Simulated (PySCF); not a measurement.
pyrrole (C4H5N), singlet, geometry from GFN2-xTB; SVWN5/3-21G in PySCF.

Input for PySCF:
```python
from pyscf import gto, scf, dft

mol = gto.Mole()
mol.atom = '''
    H     0.023319   -0.005694    2.121335
    N     0.012260   -0.002994    1.115307
    C    -0.001043    1.107468    0.332876
    C     0.008294   -1.109239    0.326823
    C    -0.013699    0.707232   -0.974338
    C    -0.007764   -0.701991   -0.978186
    H    -0.000540    2.091539    0.758768
    H     0.017096   -2.095581    0.747335
    H    -0.025862    1.345969   -1.835154
    H    -0.014564   -1.336098   -1.842478
'''
mol.basis = '3-21g'
mol.charge = 0
mol.spin = 0
mol.verbose = 4
mol.build()

mf = dft.RKS(mol)
mf.xc = 'lda,vwn'
mf.kernel()
mf.analyze()
```

The log (banner, timings and long lists left out):

```
PySCF version 2.14.0

[INPUT] verbose = 4
[INPUT] num. atoms = 10
[INPUT] num. electrons = 36
[INPUT] charge = 0
[INPUT] spin (= nelec alpha-beta = 2S) = 0
[INPUT] symmetry False subgroup None
[INPUT] Mole.unit = angstrom
[INPUT] Symbol           X                Y                Z      unit          X                Y                Z       unit  Magmom
[INPUT]  1 H      0.023319000000  -0.005694000000   2.121335000000 AA    0.044066523499  -0.010760100553   4.008742168454 Bohr   0.0
[INPUT]  2 N      0.012260000000  -0.002994000000   1.115307000000 AA    0.023168042287  -0.005657840017   2.107624774810 Bohr   0.0
[INPUT]  3 C     -0.001043000000   1.107468000000   0.332876000000 AA   -0.001970984348   2.092811211720   0.629044473441 Bohr   0.0
[INPUT]  4 C      0.008294000000  -1.109239000000   0.326823000000 AA    0.015673388477  -2.096157916686   0.617605961209 Bohr   0.0
[INPUT]  5 C     -0.013699000000   0.707232000000  -0.974338000000 AA   -0.025887358180   1.336474786528  -1.841231972756 Bohr   0.0
[INPUT]  6 C     -0.007764000000  -0.701991000000  -0.978186000000 AA   -0.014671833631  -1.326570731910  -1.848503638884 Bohr   0.0
[INPUT]  7 H     -0.000540000000   2.091539000000   0.758768000000 AA   -0.001020452107   3.952435888847   1.433863712084 Bohr   0.0
[INPUT]  8 H      0.017096000000  -2.095581000000   0.747335000000 AA    0.032306757826  -3.960074161842   1.412258473302 Bohr   0.0
[INPUT]  9 H     -0.025862000000   1.345969000000  -1.835154000000 AA   -0.048872097034   2.543512782155  -3.467938456400 Bohr   0.0
[INPUT] 10 H     -0.014564000000  -1.336098000000  -1.842478000000 AA   -0.027521971278  -2.524859295579  -3.481778810536 Bohr   0.0

nuclear repulsion = 162.312058223813
number of shells = 35
number of NR pGTOs = 90
number of NR cGTOs = 55
basis = 3-21g
ecp = {}

******** <class 'pyscf.dft.rks.RKS'> ********
method = RKS
initial guess = minao
damping factor = 0
level_shift factor = 0
DIIS = <class 'pyscf.scf.diis.CDIIS'>
diis_start_cycle = 1
diis_space = 8
diis_damp = 0
SCF conv_tol = 1e-09
SCF conv_tol_grad = None
SCF max_cycles = 50
direct_scf = True
direct_scf_tol = 1e-13
XC library pyscf.dft.libxc version 7.1.2
    S. Lehtola, C. Steigemann, M. J. T. Oliveira, and M. A. L. Marques,  SoftwareX 7, 1–5 (2018)
XC functionals = lda,vwn
    P. A. M. Dirac,  Math. Proc. Cambridge Philos. Soc. 26, 376 (1930)
    F. Bloch,  Z. Phys. 57, 545 (1929)
    S. H. Vosko, L. Wilk, and M. Nusair,  Can. J. Phys. 58, 1200 (1980)
radial grids:
    Treutler-Ahlrichs [JCP 102, 346 (1995); DOI:10.1063/1.469408] (M4) radial grids

becke partition: Becke, JCP 88, 2547 (1988); DOI:10.1063/1.454033
pruning grids: <function nwchem_prune>
grids dens level: 3
symmetrized grids: False
atomic radii adjust function: <function treutler_atomic_radii_adjust>
small_rho_cutoff = 0
Set gradient conv threshold to 3.16228e-05
Initial guess from minao.
tot grids = 119416
init E= -207.810604165052
  HOMO = -0.270823096048723  LUMO = -0.0534760614417413  gap/eV = 5.91431
cycle= 1 E= -207.090230365038  delta_E= 0.72  |g|= 0.456  |ddm|= 3.45
  HOMO = -0.120222496885661  LUMO = 0.0585451121288854  gap/eV = 4.86451
cycle= 2 E= -206.978977508902  delta_E= 0.111  |g|= 0.768  |ddm|=  1.6
  HOMO = -0.162574382524711  LUMO = 0.0471151369308704  gap/eV = 5.70594
cycle= 3 E= -207.137711042029  delta_E= -0.159  |g|= 0.215  |ddm|= 1.14
  HOMO = -0.179070244337173  LUMO = 0.0256533715272007  gap/eV = 5.57081
cycle= 4 E= -207.149542924974  delta_E= -0.0118  |g|= 0.0164  |ddm|= 0.246
  HOMO = -0.178322268474572  LUMO = 0.0270743161585334  gap/eV = 5.58913
cycle= 5 E= -207.149599291299  delta_E= -5.64e-05  |g|= 0.0095  |ddm|= 0.0357
  HOMO = -0.17801216842281  LUMO = 0.0269999240935368  gap/eV = 5.57866
cycle= 6 E= -207.14961813761  delta_E= -1.88e-05  |g|= 0.00283  |ddm|= 0.00982
  HOMO = -0.17819878746751  LUMO = 0.0268619316059286  gap/eV = 5.57999
cycle= 7 E= -207.149620078256  delta_E= -1.94e-06  |g|= 0.000225  |ddm|= 0.00345
  HOMO = -0.178199442048243  LUMO = 0.0268710060660036  gap/eV = 5.58025
cycle= 8 E= -207.149620097785  delta_E= -1.95e-08  |g|= 1.94e-05  |ddm|= 0.000444
  HOMO = -0.178201609951144  LUMO = 0.0268682918678662  gap/eV = 5.58024
cycle= 9 E= -207.149620097935  delta_E= -1.5e-10  |g|= 2.17e-06  |ddm|= 4.21e-05
  HOMO = -0.178201695760843  LUMO = 0.026867983136758  gap/eV = 5.58023
Extra cycle  E= -207.149620097934  delta_E= 5.68e-13  |g|= 2.99e-06  |ddm|= 6.54e-06
converged SCF energy = -207.149620097934
**** SCF Summaries ****
Total Energy =                        -207.149620097934331
Nuclear Repulsion Energy =             162.312058223812954
One-electron Energy =                 -602.212211351216524
Two-electron Energy =                  232.750533029469238
Two-electron Coulomb Energy =          261.295207272142022
DFT Exchange-Correlation Energy =      -28.544674242672787
HOMO-LUMO gap [eV] =                     5.580230193480074
**** MO energy ****
MO #1   energy= -13.8281291883458  occ= 2
MO #2   energy= -9.72630136610191  occ= 2
MO #3   energy= -9.72596768086324  occ= 2
MO #4   energy= -9.68939492296776  occ= 2
MO #5   energy= -9.68788291048342  occ= 2
MO #6   energy= -0.900598144401412 occ= 2
MO #7   energy= -0.697829581144422 occ= 2
MO #8   energy= -0.646508691032163 occ= 2
MO #9   energy= -0.533261977964471 occ= 2
MO #10  energy= -0.507243912280595 occ= 2
MO #11  energy= -0.484716687997309 occ= 2
MO #12  energy= -0.384335287444541 occ= 2
MO #13  energy= -0.372610893643294 occ= 2
MO #14  energy= -0.362336384642158 occ= 2
MO #15  energy= -0.337633315744919 occ= 2
MO #16  energy= -0.32640257507896  occ= 2
MO #17  energy= -0.206288429646551 occ= 2
MO #18  energy= -0.178201695760843 occ= 2
MO #19  energy= 0.026867983136758  occ= 0
MO #20  energy= 0.0688089444114378 occ= 0
MO #21  energy= 0.0712623181466705 occ= 0
MO #22  energy= 0.137889948391917  occ= 0
MO #23  energy= 0.160115450114733  occ= 0
MO #24  energy= 0.166361871781575  occ= 0
MO #25  energy= 0.18571328804582   occ= 0
MO #26  energy= 0.221047511205719  occ= 0
 ** Mulliken pop on meta-lowdin orthogonal AOs  **
 ** Mulliken pop  **
 ** Mulliken atomic charges  **
charge of    0H =      0.24090
charge of    1N =     -0.12763
charge of    2C =     -0.11384
charge of    3C =     -0.11384
charge of    4C =     -0.18769
charge of    5C =     -0.18769
charge of    6H =      0.12323
charge of    7H =      0.12323
charge of    8H =      0.12166
charge of    9H =      0.12166
Dipole moment(X, Y, Z, Debye):  0.02334, -0.00570,  2.12273
```
